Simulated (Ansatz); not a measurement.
Born–Oppenheimer molecular dynamics of H$_{7}$Si$_{2}$ (9 atoms, charge 0, multiplicity 2). It starts at the highest image of a converged band. Of that band: A vibrational analysis at the climbing image gives one clearly imaginary mode, 700i cm⁻¹, and a faint second one (25i cm⁻¹) that may be numerical noise or a soft torsion: probably a first-order saddle point.

The calculation used Ansatz 0.2.0, UKS PBE/def2-SVP.

| Property | Result |
| --- | --- |
| ensemble | NVE (velocity Verlet) |
| time step | 0.5 fs |
| steps asked | 200 |
| starting velocities drawn for | 100 K |
| seed | 6023 |

First frame:

```xyz
9
Properties=species:S:1:pos:R:3
Si 0.000 0.000 -0.048
H 0.000 0.000 1.732
H 1.425 0.000 -0.534
H -0.712 1.234 -0.534
H -0.712 -1.234 -0.534
Si 0.000 0.000 3.514
H -0.770 -1.199 4.000
H 1.423 -0.067 4.000
H -0.653 1.266 4.000
```

(1) How far do the bonds stretch over the last three quarters of this one trajectory? (Pairs bonded in most of those frames.)

Answers

(1) 
```csv
bond,mean (Å),spread (Å),shortest,longest
Si1–H3,1.507,0.004,1.50,1.51
Si1–H4,1.507,0.011,1.49,1.52
Si1–H5,1.507,0.016,1.48,1.53
H2–Si6,1.550,0.059,1.45,1.66
Si6–H7,1.504,0.008,1.49,1.52
Si6–H8,1.505,0.019,1.48,1.53
Si6–H9,1.505,0.011,1.49,1.52
```

Mean temperature of the second half: 152 K. The conserved energy stayed within 0.037 meV per atom of its start (net change 0.023 meV per atom), so the integration is sound. The kinetic energy rose, since the run started high on the potential surface and went downhill. It ends in pieces (H3Si + H4Si), so much of that is their flight and rotation, not heat. A run of 0.1 ps of so small a system gives no equilibrium averages.

Time of the run: 3.7 min on 2 threads of Arm Neoverse V2, on a shared host, peak memory 0.12 GiB.
